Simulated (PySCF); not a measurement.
Compound: C3H5FO2.
SMILES: `C[C@@H](F)OC=O`

Torsions of this conformer, `[CH3:1][C@@H:2]([F:3])[O:4][CH:5]=[O:6]`: C1–C2–O4–C5 154°, C2–O4–C5–O6 -3°.

The closed-shell ground state was solved at several levels (PySCF, density fitting, gas phase, non-relativistic). Isolated species at its PBE0-D3(BJ)/def2-SVP geometry (one conformer only).

```
            level  basis functions  HOMO (eV)  LUMO (eV)  gap (eV)  dipole (D)
    PBE0/pcSseg-1              127      -8.62      -0.24      8.38        2.56
wB97X-D/def2-SVPD              169     -10.69       1.45     12.14        2.68
     PBE/pcSseg-2              286      -6.98      -1.56      5.42        2.52
```

(1) Estimate the row for B3LYP/pcJ-1, a basis of 212 functions; the other rows only guide the guess.

(2) Over all these levels, which gives the widest orbital gap and which the narrowest?

(3) How far do the dipole and the HOMO energy spread over the levels?

Answers

(1) HOMO -8.34 eV, LUMO -0.53 eV, gap 7.81 eV, dipole 2.54 D.

(2) wB97X-D/def2-SVPD (range-separated hybrid) has the widest, 12.14 eV, and PBE/pcSseg-2 (GGA) the narrowest, 5.42 eV. Functional and basis both differ between the two, so the spread mixes both effects.

(3) The dipole runs from 2.52 to 2.68 D (mean 2.57 D) and the HOMO from -10.69 to -6.98 eV.
